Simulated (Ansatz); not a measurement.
## How far each method lies from RCCSDTQ for [NH$_{2}$···H···H], doublet

Geometry: a point of a hydrogen-transfer path between rigid fragments, not a stationary point.

```xyz
5

N    -0.1470   -0.0316   -0.0492
H    -0.4443    0.9362   -0.0492
H    -0.4443   -0.4339    0.8311
H     1.0550   -0.0316   -0.0492
H     1.8760   -0.0316   -0.0492
```

Basis cc-pVDZ; Ansatz 0.2.0. Only valence electrons are correlated (noble-gas cores frozen), which leaves 9 electrons in 33 orbitals. Prefix R: restricted or restricted open-shell reference; prefix U: unrestricted. Active spaces: valence = (9e, 8o) chosen from the atoms' valence shells; pair = (3e, 3o) about the gap.

Full CI isn't at hand for all of this; RCCSDTQ serves as the reference, and is uncertain by about the last step of the cluster series. The frozen core follows each run's orbitals, which can shift R against U totals by a few meV.

For open shells CISD is restricted-active-space CI with the open shells as a complete middle space.

```
UHF ⟨S²⟩                          : 0.781
T1 diagnostic (RCCSD)             : 0.0221
largest doubles amplitude (RCCSD) : 0.035
T1 diagnostic (UCCSD)             : 0.0154
```

```json
{"level": "UHF", "E − E(RHF) (eV)": "-0.3052"}
{"level": "RMP2", "E − E(RHF) (eV)": "-5.5877"}
{"level": "UMP2", "E − E(RHF) (eV)": "-5.5090"}
{"level": "RCCSD", "E − E(RHF) (eV)": "-6.1487"}
{"level": "UCCSD", "E − E(RHF) (eV)": "-6.1563"}
{"level": "RCCSD(T)", "E − E(RHF) (eV)": "-6.2794"}
{"level": "UCCSD(T)", "E − E(RHF) (eV)": "-6.2789"}
```

Estimate how far RCCSDTQ in cc-pVDZ lies from RCCSD(T). The table doesn't fix it; the size of (T) and the diagnostics are the guide.

RCCSDTQ in cc-pVDZ lies 2.1 kJ/mol below RCCSD(T), which is 16 % of the (T) step (-12.6 kJ/mol). The diagnostics are small and one determinant leads, so the series closes fast and only a small part of (T) is left.

The other levels:

```csv
level,E − E(RCCSDTQ) (kJ/mol),share of correlation (%),wall time
CISD,45.3,92.55,0.62 s
BCCD(T),2.1,99.66,0.85 s
RCCSDT,0.9,99.85,–
UCCSDT,0.9,99.86,–
RCCSDT(Q),0.0,100.01,9.5 s
UCCSDT(Q),-0.1,100.01,8.5 s
CASSCF (pair space),537.7,11.55,–
NEVPT2 (pair space),66.8,89.01,0.22 s
MRCISD (pair space),36.5,93.99,–
MRCISD+Q (pair space),4.4,99.27,0.4 s
CASSCF (valence space),388.6,36.08,–
NEVPT2 (valence space),75.5,87.58,1.4 s
MRCISD (valence space),17.1,97.19,–
MRCISD+Q (valence space),0.2,99.97,2.2 s
```

The correlation energy at RCCSDTQ, counted from RHF, is -6.301 eV. That run took 34 s on 2 threads of AMD EPYC 7R13 with a shared H100 80 GB, shared host.

Times hold each run's SCF and search for its determinant on a shared host, so for small cases they say little of a method's own cost; they ran on 1 thread of AMD EPYC 7R13.

Natural occupations of CASSCF (valence space) about the gap: 1.996 1.978 1.977 1.975 1.001 0.028 0.023 0.023; effectively unpaired electrons, Σ n²(2−n)², 1.01.
